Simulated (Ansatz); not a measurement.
Gas-phase electronic energies from Ansatz, PBE0-D4/def2-TZVP geometries. CCSD(T)/CBS is the MP2 limit (def2-TZVPP, def2-QZVPP) plus CCSD(T) − MP2 in def2-TZVPP, frozen cores. This one scheme is used for every species. DFT in def2-TZVPP. B3LYP here is the variant with VWN-RPA as its local correlation; programs differ in this. HSE06 is defined as in plane-wave codes.

Consider the substitution at a C–C bond: `C#CC#CC` + H–F → `CF` + `C#CC#C`.

| level | ΔE (kJ/mol) | difference from CCSD(T)/CBS |
| --- | --- | --- |
| LDA (SPW92) | 92.7 | 10.0 |
| PBE-D4 | 83.6 | 0.9 |
| revPBE-D4 | 83.8 | 1.1 |
| BLYP-D4 | 72.2 | -10.5 |
| r2SCAN-D4 | 80.5 | -2.2 |
| PBE0-D4 | 86.1 | 3.4 |
| B3LYP-D4 | 75.0 | -7.7 |
| r2SCANh-D4 | 82.0 | -0.7 |
| r2SCAN0-D4 | 84.0 | 1.3 |
| HSE06-D4 | 86.3 | 3.6 |
| BHLYP-D4 | 74.5 | -8.2 |
| CAM-B3LYP-D4 | 73.2 | -9.5 |
| ωB97X-V | 73.6 | -9.1 |
| ωB97M-V | 76.0 | -6.7 |
| B2PLYP | 76.1 | -6.6 |
| PBE | 80.9 | -1.8 |
| revPBE | 77.3 | -5.4 |
| BLYP | 66.8 | -15.9 |
| r2SCAN | 79.7 | -3.0 |
| B3LYP | 70.9 | -11.8 |
| r2SCANh | 81.1 | -1.6 |
| r2SCAN0 | 83.0 | 0.3 |
| HSE06 | 84.1 | 1.4 |
| BHLYP | 71.3 | -11.4 |
| CAM-B3LYP | 70.8 | -11.9 |
| LC-ωPBE | 80.5 | -2.2 |
| RPA@PBE/def2-TZVPP | 68.4 | -14.3 |
| HF/def2-SVP | 59.5 | -23.2 |
| MP2/def2-SVP | 82.7 | 0.0 |
| CCSD/def2-SVP | 70.5 | -12.2 |
| MP2/def2-TZVPP | 91.1 | 8.4 |
| SCS-MP2/def2-TZVPP | 80.0 | -2.7 |
| CCSD/def2-TZVPP | 77.3 | -5.4 |
| CCSD(T)/def2-TZVPP | 79.1 | -3.6 |
| HF/def2-QZVPP | 61.6 | -21.1 |
| MP2/def2-QZVPP | 93.1 | 10.4 |
| SCS-MP2/def2-QZVPP | 82.1 | -0.6 |
| HF/CBS(def2) | 61.6 | -21.1 |
| MP2/CBS(def2) | 94.6 | 11.9 |
| CCSD/CBS(def2) | 80.9 | -1.8 |
| CCSD(T)/CBS | 82.7 | 0 |

Largest T1 diagnostic among the species: 0.014.

Leaving LDA and LC-ωPBE aside and taking each functional with its dispersion term where it has one, the values, not all of them listed here, spread over 15.6 kJ/mol, from BLYP-D4 to PBE-QIDH. LDA lies +11.8 kJ/mol from PBE without D4. From BLYP to BHLYP (50 % exact exchange), in def2-TZVPP and without D4, ΔE moves by +4.6 kJ/mol.
